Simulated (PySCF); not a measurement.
Compound: C3H3FO2.
Structure used (PBE0-D3(BJ)/def2-SVP), in Å, numbered top down from 1:
```xyz
9
C3H3FO2 angstrom
O      0.0767   -0.6365   -2.2835
C     -0.0273   -0.4069   -1.1290
C      0.5100    0.5864   -0.1128
C     -0.3233   -0.2433    0.8571
F     -1.3689    0.4089    1.3946
O     -0.7473   -1.1052   -0.1921
H      0.1543    1.6176   -0.2415
H      1.6007    0.5662    0.0125
H      0.1902   -0.8061    1.6514
```

Level of theory: EOM-IP-CCSD/aug-cc-pVDZ in PySCF, restricted Hartree–Fock reference, 6 core orbitals frozen, non-relativistic, gas phase, PBE0-D3(BJ)/def2-SVP geometry.

Hartree–Fock orbital energies give these Koopmans values (eV): HOMO 12.67, HOMO-1 13.53, HOMO-2 14.54, HOMO-3 15.61, HOMO-4 15.98, HOMO-5 17.49, HOMO-6 18.08, HOMO-7 18.58.

Problem. What vertical ionisation energies does EOM-IP-CCSD give?

Solution. 
| leading hole (HF orbital) | Koopmans (eV) | EOM-IP-CCSD (eV) | change (eV) | one-hole share |
| --- | --- | --- | --- | --- |
| HOMO | 12.67 | 11.01 | -1.66 | 0.95 |
| HOMO-1 | 13.53 | 12.04 | -1.49 | 0.94 |
| HOMO-2 | 14.54 | 12.95 | -1.59 | 0.95 |
| HOMO-3 | 15.61 | 13.86 | -1.75 | 0.95 |
| HOMO-4 | 15.98 | 14.58 | -1.40 | 0.94 |
| HOMO-5 | 17.49 | 15.58 | -1.91 | 0.94 |
| HOMO-7 | 18.58 | 16.10 | -2.48 | 0.94 |
| HOMO-6 | 18.08 | 16.29 | -1.79 | 0.94 |

Problem. Does the order of the lines follow the orbital energies?

Solution. No: the HOMO-7 hole (16.10 eV) falls below the HOMO-6 hole (16.29 eV). The corrections run from -2.48 to -1.40 eV, with a mean of -1.76 eV over the 8 lines; no line lies above its Koopmans value.

Problem. At what kinetic energies would He I light (21.22 eV) eject these electrons?

Solution. 10.21 eV (HOMO), 9.18 eV (HOMO-1), 8.27 eV (HOMO-2), 7.36 eV (HOMO-3), 6.64 eV (HOMO-4), 5.64 eV (HOMO-5), 5.12 eV (HOMO-7), 4.93 eV (HOMO-6).

Problem. What total energy has the lowest final state, and which wavelength reaches it?

Solution. E(CCSD) + ionisation energy = -365.56642 + 0.40465 = -365.16177 Eh, at the geometry of the initial state. The threshold wavelength is 1239.84 eV nm/11.01 eV = 112.6 nm.

One root was sought for each valence orbital with −ε under 21 eV, eight at most, so deeper holes and satellites are missing; no vibrational structure.
